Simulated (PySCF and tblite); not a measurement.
C₅H₁₀O, numbered as in [CH3:1][CH2:2][CH2:3][CH2:4][CH:5]=[O:6].

The ensemble was built from 150 distance-geometry starts (ETKDG and KDG, MMFF94s, GFN2-xTB) and rests on GFN2-xTB geometries. Free energies are TPSS-D3(BJ)/def2-TZVP (IEF-PCM, chloroform) single points with GFN2-xTB rigid-rotor and vibrational terms (modes under about 100 cm⁻¹ blended into free rotors). Symmetry numbers and mirror images are counted. Conformers within 3 kcal/mol (GFN2-xTB free energy) were kept, 10 at most. GIAO shieldings: PBE0/pcSseg-1 (IEF-PCM, chloroform). Shifts are against TMS (¹H), TMS (¹³C) at the same level. Programs: PySCF with density fitting and tblite.

Torsions listed: C1–C2–C3–C4, C2–C3–C4–C5, C3–C4–C5–O6. Of a mirror pair one member is shown.

| conformer | shape | weight % | dipole D |
| --- | --- | --- | --- |
| 1 | 180°, 180°, 0° | 18.5 | 3.19 |
| 2 | 180°, 73°, 6° | 17.1 | 3.08 |
| 3 | 179°, 176°, 134° | 16.8 | 3.52 |
| 4 | 180°, 65°, -136° | 13.2 | 3.39 |
| 5 | 66°, 174°, 0° | 11.9 | 3.15 |

Not shown: 5 more, 22.6 % in all.

How do the computed shifts compare with measured ones?


```
nucleus  signal  leading conformer  average  measured                                          medium
     ¹H      H1               1.08     1.04      0.93  not stated per compound (mostly CDCl3 or CCl4)
     ¹H      H2               1.25     1.35      1.35  not stated per compound (mostly CDCl3 or CCl4)
     ¹H      H3               1.40     1.59      1.59  not stated per compound (mostly CDCl3 or CCl4)
     ¹H      H4               2.63     2.49      2.42  not stated per compound (mostly CDCl3 or CCl4)
```

Measured values: Pretsch, Buehlmann, Badertscher, Structure Determination of Organic Compounds, 4th ed. (2009). Mean difference for ¹H: 0.05 ppm, scatter 0.05 ppm. The computed shifts are unscaled and lack vibrational corrections.
